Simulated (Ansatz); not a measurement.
# C₂H₄N− (SMILES CC=[N-]): one structure at several levels

How do the functionals fare away from a minimum? The structure is a structure displaced at random from a GFN2-xTB minimum.

Method: single points in def2-TZVPPD; program: Ansatz 0.2.0, Gaussian basis.

Correlated methods freeze the cores.

## Step 1: The starting structure

7 atoms, charge -1, spin multiplicity 1.

Atoms are counted from 1 here; the program's logs count them from 0.

Bond lengths: C1–C2 1.532 Å, C1–H4 1.054 Å, C1–H5 1.096 Å, C1–H6 1.205 Å, C2–N3 1.241 Å. Angles: C2–C1–H4 109.8°, C2–C1–H5 114.0°, C2–C1–H6 105.4°, H4–C1–H5 119.1°, H4–C1–H6 110.4°, H5–C1–H6 96.6°, C1–C2–N3 136.3°.

As a file:

```csv
atom,x (Å),y (Å),z (Å)
C1,-0.5228,0.3013,-0.2555
C2,0.6433,-0.5060,0.3233
N3,1.0611,-0.7933,1.4555
H4,-1.1350,-0.3262,-0.8403
H5,-0.2336,1.2821,-0.6503
H6,-1.1324,0.7115,0.6996
H7,1.3082,-0.8082,-0.8653
```

## Step 2: CCSD(T)/def2-TZVPPD

run/in.yaml

```yaml
crystal:
  periodic: [false, false, false]
  atoms:
    - {symbol: C, position_ang: [-0.522800, 0.301300, -0.255500]}
    - {symbol: C, position_ang: [0.643300, -0.506000, 0.323300]}
    - {symbol: N, position_ang: [1.061100, -0.793300, 1.455500]}
    - {symbol: H, position_ang: [-1.135000, -0.326200, -0.840300]}
    - {symbol: H, position_ang: [-0.233600, 1.282100, -0.650300]}
    - {symbol: H, position_ang: [-1.132400, 0.711500, 0.699600]}
    - {symbol: H, position_ang: [1.308200, -0.808200, -0.865300]}
basis:
  gaussian: {orbitals: "def2-TZVPPD.json"}
total_charge: -1
correlation: {method: ccsd_t}
output: {forces: true}
```

The basis file named in the input lies beside it (Basis Set Exchange, JSON).

No record of the launch command was kept for these runs.

## Step 3: PBE0-D4/def2-TZVPPD

Changes to run/in.yaml since step 2:

```diff
@@ -13,3 +13,3 @@
 total_charge: -1
-correlation: {method: ccsd_t}
-output: {forces: true}
+hamiltonian: {xc: pbe0, dispersion: d4}
+output: {forces: true, orbitals: {seedname: orbitals}}
```

## Step 4: wB97M-V/def2-TZVPPD

Changes to run/in.yaml since step 3:

```diff
@@ -13,3 +13,3 @@
 total_charge: -1
-hamiltonian: {xc: pbe0, dispersion: d4}
-output: {forces: true, orbitals: {seedname: orbitals}}
+hamiltonian: {xc: {name: wB97M-V}}
+output: {forces: true}
```

## Step 5: r2SCAN-D4/def2-TZVPPD

Changes to run/in.yaml since step 4:

```diff
@@ -13,3 +13,3 @@
 total_charge: -1
-hamiltonian: {xc: {name: wB97M-V}}
+hamiltonian: {xc: r2scan, dispersion: d4}
 output: {forces: true}
```

## Step 6: PBE-D4/def2-TZVPPD

Changes to run/in.yaml since step 5:

```diff
@@ -13,3 +13,3 @@
 total_charge: -1
-hamiltonian: {xc: r2scan, dispersion: d4}
+hamiltonian: {xc: pbe, dispersion: d4}
 output: {forces: true}
```

## Step 7: LC-wPBE/def2-TZVPPD

Changes to run/in.yaml since step 6:

```diff
@@ -13,3 +13,3 @@
 total_charge: -1
-hamiltonian: {xc: pbe, dispersion: d4}
+hamiltonian: {xc: {name: LC-wPBE}}
 output: {forces: true}
```

## Step 8: SPW92/def2-TZVPPD

Changes to run/in.yaml since step 7:

```diff
@@ -13,3 +13,3 @@
 total_charge: -1
-hamiltonian: {xc: {name: LC-wPBE}}
+hamiltonian: {xc: lda}
 output: {forces: true}
```

(Steps that only read results are left out.)

Q: Predict the outcome of this session. Wanted: RMS force component; RMS force error; HOMO and LUMO, PBE0-D4; T1 diagnostic.

The runs gave:

| quantity | value |
| --- | --- |
| RMS force component | 1.316 to 1.562 eV/Å over the methods |
| RMS force error | PBE0-D4 0.328, wB97M-V 0.352, r2SCAN-D4 0.260, PBE-D4 0.159, LC-wPBE 0.401, SPW92 0.318 eV/Å |
| HOMO and LUMO, PBE0-D4 | 0.83 and 4.23 eV |
| T1 diagnostic | 0.022 |

What this shows: On forces the order runs from PBE-D4 to LC-wPBE. Frozen-core CCSD(T) forces in triple zeta carry basis errors of their own, and this is one geometry, so small gaps rank nothing.
